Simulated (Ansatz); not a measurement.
We consider antifluorite Mg₂Sn, described by HISS in Ansatz (plane waves, PAW).

Numerical settings: plane-wave cutoff 460 eV, 6×6×6 k mesh, Fermi–Dirac smearing 0.01 eV, scalar-relativistic PAW data made under PBE.

The cell has the measured lattice: a = 6.766 Å, b = 6.766 Å, c = 6.766 Å, α = 90.00°, β = 90.00°, γ = 90.00°.

Q: Predict the band gap, smallest direct gap on the k points sampled and Γ–Γ gap.

A: 
* **band gap**: 0.33 eV (on the SCF k mesh)
* **smallest direct gap on the k points sampled**: 2.31 eV
* **Γ–Γ gap**: 2.33 eV

Measured, for comparison: band gap 0.36 eV (temperature not stated, not corrected to a static lattice, indirect, Γ–X; as tabulated in Ryu et al. (2019), arXiv:1905.06140).

Note: cell and atoms aren't relaxed at this level.

Spin–orbit coupling is not included.

Computed values are for the static lattice.

The result took roughly 90 core-seconds.

Ansatz is a program for electronic structure.
